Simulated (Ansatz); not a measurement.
in.yaml

```yaml
crystal:
  periodic: [false, false, false]
  atoms:
    - {symbol: Si, position_ang: [0.380730, 0.000000, 1.135219]}
    - {symbol: Al, position_ang: [-0.401112, 0.000000, -1.084943]}
    - {symbol: H, position_ang: [0.128620, 0.000000, -2.589200]}
basis:
  gaussian: {orbitals: 6-31G}
magnetization: {spin_polarized: false}
correlation: {method: ccsdtq, electrons: outside_noble_gas}
```

```sh
$ ansatz run in.yaml --threads 1 --pin off --events-out ev --progress --plain --max-ram 2393MiB
```

Task: Roughly how long does this take on 1 thread of Arm Neoverse V1, shared host, and how much host memory?

Result: 12 s wall and 0.13 GiB.

```
553 factors; integrals over basis functions are off by at most 9.5e-8 eV
mean field evaluation 1: about -14455.3625 eV, gradient 6.4e0 eV
mean field evaluation 2: about -14455.3649 eV, gradient 6.4e0 eV
mean field evaluation 4: about -14455.6944 eV, gradient 8.5e-1 eV
mean field evaluation 8: about -14455.7045 eV, gradient 7.5e-3 eV
mean field evaluation 16: about -14455.7105 eV, gradient 2.1e-1 eV
mean field evaluation 32: about -14455.7656 eV, gradient 7.3e-8 eV
mean field evaluation 64: about -14454.1220 eV, gradient 1.4e1 eV
mean field evaluation 96: about -14442.7065 eV, gradient 8.0e0 eV
mean field evaluation 128: about -14451.2225 eV, gradient 4.5e0 eV
mean field evaluation 160: about -14455.7045 eV, gradient 1.1e-3 eV
...
cycle  26  -3.02333588 eV  change    2.5e-5 eV  update   9.6e-5
cycle  27  -3.02327455 eV  change    6.1e-5 eV  update   5.7e-5
cycle  28  -3.02314938 eV  change    1.3e-4 eV  update   3.8e-5
cycle  29  -3.02316508 eV  change   -1.6e-5 eV  update   1.7e-5
cycle  30  -3.02317189 eV  change   -6.8e-6 eV  update   5.9e-6
cycle  31  -3.02317380 eV  change   -1.9e-6 eV  update   3.2e-6
cycle  32  -3.02317727 eV  change   -3.5e-6 eV  update   1.8e-6
cycle  33  -3.02317650 eV  change    7.8e-7 eV  update   1.2e-6
cycle  34  -3.02317696 eV  change   -4.7e-7 eV  update   6.9e-7
cycle  35  -3.02317723 eV  change   -2.7e-7 eV  update   4.1e-7
WARN: these amplitudes may be one of several solutions (largest doubles amplitude 0.79, level shift 0.00 eV)
Total energy: -14458.72769195 eV, -531.3484422015 hartree
```

For the same geometry and basis full CI lies 3.1 meV lower.
